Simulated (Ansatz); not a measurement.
**InH2⁺, singlet: the ladder up to full CI**

Geometry: a point of a stretch scan, not a stationary point.

```yaml
atoms:
  - { symbol: In, position_ang: [0.0000, 0.0000, 0.9615] }
  - { symbol: H, position_ang: [0.0000, 0.0000, -3.5885] }
  - { symbol: H, position_ang: [0.0000, 0.0000, 2.6269] }
```

Basis def2-TZVPP with its core potentials; Ansatz 0.2.0. Correlated methods freeze the noble-gas cores and the filled d shells of p-block atoms, which leaves 4 electrons in 69 orbitals. R marks a restricted (for open shells ROHF) determinant, U an unrestricted one. Active spaces: pair = (2e, 2o) about the gap; valence = (4e, 6o) chosen from the atoms' valence shells. No spin–orbit coupling is included; scalar relativity enters through the core potentials alone.

Full CI is exact within this basis and frozen core; it isn't the basis-set limit. The frozen core follows each run's orbitals, which can shift R against U totals by a few meV for light atoms and by up to 0.1 eV past Ca.

```
UHF ⟨S²⟩                          : 1.030
T1 diagnostic (RCCSD)             : 0.1312
largest doubles amplitude (RCCSD) : 0.927
```

```tsv
level	E − E(full CI) (kcal/mol)	share of correlation (%)	wall time
RHF	115.71	0.00	–
RMP2	40.58	64.93	–
RCCSD*	4.74	95.90	–
RCCSD(T)*	-2.66	102.30	6 s
BCCD(T)*	-2.20	101.90	6.5 s
RCCSDT*	-0.25	100.21	–
RCCSDT(Q)*	0.23	99.80	18 s
CASSCF (pair space)	29.02	74.92	–
NEVPT2 (pair space)	7.43	93.58	2.5 s
CASSCF (valence space)	10.36	91.05	–
NEVPT2 (valence space)	2.46	97.88	3.4 s
MRCISD (valence space)	-0.18	100.15	–
MRCISD+Q (valence space)	-0.29	100.25	4.4 s
```

An asterisk marks runs whose energy the program itself flagged as in doubt.

The correlation energy at full CI, counted from RHF, is -5.018 eV. That run took 14 s on 1 thread of Arm Neoverse V2, shared host over 1,414,692 determinants.

Run but not shown, since their state or frozen core can't be matched to the reference's or they repeat it: UHF, UMP2, UCCSD, UCCSD(T), UCCSDT, UCCSDT(Q).

Times hold each run's SCF and search for its determinant on a shared host, so for small cases they say little of a method's own cost; they ran on 1 thread of Arm Neoverse V2.

Not variational, and here over 5 meV under the exact energy: RCCSD(T), BCCD(T), RCCSDT, MRCISD+Q (valence space).

The full-CI state has the irrep A1 of C2v, in the program's axes (one component, if the state is degenerate).

Natural occupations of full CI about the gap: 1.937 1.079 0.911 0.027 0.015 0.015 0.004 0.004 0.004 0.001; effectively unpaired electrons, Σ n²(2−n)², 1.99. No single determinant describes this state well, so single-reference rows can miss without a flag.
